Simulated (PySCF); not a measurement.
**Gas-phase XPS of `C[BH2-][PH3+]`, computed**

Species: CH₈BP.
Atom-mapped SMILES: `[CH3:1][BH2-:2][PH3+:3]`

Cartesian coordinates in Å at the PBE0-D3(BJ)/def2-SVP level; atoms count from 1:
```
atom  x, y, z in Å
C1    -1.4073    0.5864    0.0209
B2    -0.3676   -0.6079    0.3293
P3     1.4226   -0.1166   -0.2648
H4    -2.4049    0.2730    0.3709
H5    -1.1754    1.5277    0.5473
H6    -1.5136    0.8199   -1.0519
H7    -0.1449   -0.8418    1.5138
H8    -0.5281   -1.6450   -0.3078
H9     1.6380    0.1683   -1.6382
H10    2.0487    1.0235    0.3025
H11    2.4390   -1.0798   -0.0557
```

Method: delta-SCF UKS SCAN, pcX-2 on the ionised atom, pcseg-1 elsewhere, spin-free X2C in PySCF 2.14.0. Vertical ΔSCF values, vacuum level as zero.

Problem. Give the core binding energies atom by atom.

Solution. 
```json
{"atom(s)": "P3", "bonded to": "3 H and B", "level": "P 1s", "binding energy (eV)": "2151.76", "2p1/2 (eV)": "–", "count": "1"}
{"atom(s)": "C1", "bonded to": "3 H and B", "level": "C 1s", "binding energy (eV)": "289.36", "2p1/2 (eV)": "–", "count": "1"}
{"atom(s)": "B2", "bonded to": "C, 2 H and P", "level": "B 1s", "binding energy (eV)": "193.84", "2p1/2 (eV)": "–", "count": "1"}
{"atom(s)": "P3", "bonded to": "3 H and B", "level": "P 2p3/2", "binding energy (eV)": "138.15", "2p1/2 (eV)": "139.04", "count": "1"}
```

Problem. What is the longest wavelength that can ionise P 1s of P3 vertically?

Solution. λ = hc/E = 12398.42 eV Å / 2151.76 eV = 5.762 Å.

For 2p shells one spin-free hole was relaxed; a mean-field spin–orbit operator and the ground-state splitting of the three 2p orbitals were then diagonalised within the shell. The shell's mean is (2 × 2p3/2 + 2p1/2)/3, and the degeneracies 2j + 1 give areas of 2:1. 2p1/2 minus 2p3/2 (ligand field included): P 0.89 eV. Geometry: PBE0-D3(BJ)/def2-SVP; no solvent, vibrations or thermal averaging.
